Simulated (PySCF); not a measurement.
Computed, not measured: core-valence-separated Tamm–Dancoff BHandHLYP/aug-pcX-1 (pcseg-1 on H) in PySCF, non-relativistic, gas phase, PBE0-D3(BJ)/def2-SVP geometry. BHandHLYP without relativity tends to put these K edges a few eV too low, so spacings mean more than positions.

Main lines of an unknown, eV (oscillator strength): C K: 283.1 (0.069), 285.3 (0.009), 285.5 (0.010), 285.8 (0.018), 286.1 (0.020); N K: 396.2 (0.060). Listed: the first five lines at most of each edge with a tenth or more of its strongest line's intensity; roots within 0.03 eV on the same or equivalent atoms are summed. Only the lowest roots were sought, and the top ones are left out.

Question: Which candidate gives them?
A. `NC1CCC1`
B. `C/C=N/CC`
C. `C=C[C@H](C)N`
D. `CNC1CC1`

Answer: B. 

- `C/C=N/CC`: C K: 283.1 (0.069), 285.3 (0.009), 285.5 (0.010), 285.8 (0.018), 286.1 (0.020); N K: 396.2 (0.060). First C line listed at 283.1 eV, hole on the imine carbon (1s→π*); first N line listed at 396.2 eV, hole on the imine nitrogen.
- `C=C[C@H](C)N`: C K: 282.6 (0.048), 282.6 (0.074), 285.3 (0.012), 285.7 (0.010), 285.8 (0.018); N K: 399.2 (0.015), 400.1 (0.032), 400.6 (0.008), 401.2 (0.007), 401.7 (0.008). First C line listed at 282.6 eV, hole on the alkene CH carbon (1s→π*); first N line listed at 399.2 eV, hole on the primary amine nitrogen.
- `NC1CCC1`: C K: 285.4 (0.014), 285.6 (0.011), 285.6 (0.013), 285.7 (0.020), 285.8 (0.015); N K: 399.2 (0.015), 400.0 (0.032), 401.0 (0.008), 401.6 (0.008), 402.0 (0.006). First C line listed at 285.4 eV, hole on the four-membered-ring carbon; first N line listed at 399.2 eV, hole on the primary amine nitrogen.
- `CNC1CC1`: C K: 285.7 (0.023), 285.9 (0.012), 286.0 (0.035), 286.3 (0.021), 286.4 (0.021); N K: 399.6 (0.020), 400.9 (0.004), 401.1 (0.002), 401.3 (0.007), 401.7 (0.006). First C line listed at 285.7 eV, hole on the three-membered-ring carbon; first N line listed at 399.6 eV, hole on the secondary amine nitrogen.

One conformer each; other structures than these candidates weren't tested.

The values belong to the conformer `[CH3:1]/[CH:2]=[N:3]/[CH2:4][CH3:5]`: C2–N3–C4–C5 120°.
